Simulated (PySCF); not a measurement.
**HS, SMILES `[SH]` (charge 0, multiplicity 2)**

Level of theory: PySCF 2.14.0 with PBE-D3(BJ)/def2-TZVP // PBE-D3(BJ)/def2-SVP.

* **highest occupied spin orbital**: -6.12 eV
* **dipole moment**: 0.87 D
* **total energy**: -10845.86 eV
* **cost**: around 8 core-seconds (rough)

```xyz
2

S      0.6831     0.0000     0.0000
H     -0.6831     0.0000     0.0000
```
Charge 0, spin multiplicity 2.
